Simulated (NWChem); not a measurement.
**Correlation energy of H3Si**

```
Si
H 1 1.5051
H 1 1.5051 2 111.26
H 1 1.5051 2 111.26 3 -124.66
```
Charge 0, spin multiplicity 2.

Program: NWChem. Structure: optimised with UPBE/def2-SVP, a minimum by its harmonic frequencies.

Basis set: def2-TZVP. Each correlation energy counts from its own Hartree-Fock reference.

The correlated methods keep 5 core orbitals frozen. The structure started from a generated list of species. The unpaired electrons of the parent sit in orbitals of symmetry a' (Cs labels of the run); other states weren't searched. The stability of the SCF solutions was not checked. Open-shell Hartree-Fock references start from PBE0 orbitals. Coupled-cluster values serve here as a point of comparison, not as the truth.

```tsv
method	correlation energy (mHa)
UMP2	[?]
SCS-UMP2	-117.0
CCSD on UHF	[?]
CCSD[T] on UHF	-138.2
CCSD(T) on UHF	-138.1
CCSD on ROHF	[?]
CCSD[T] on ROHF	-139.9
CCSD(T) on ROHF	-139.8
```

### Question
What belongs in the gaps?

### Answer

- UMP2, correlation energy (mHa): -107.2
- CCSD on UHF, correlation energy (mHa): -134.9
- CCSD on ROHF, correlation energy (mHa): -136.4
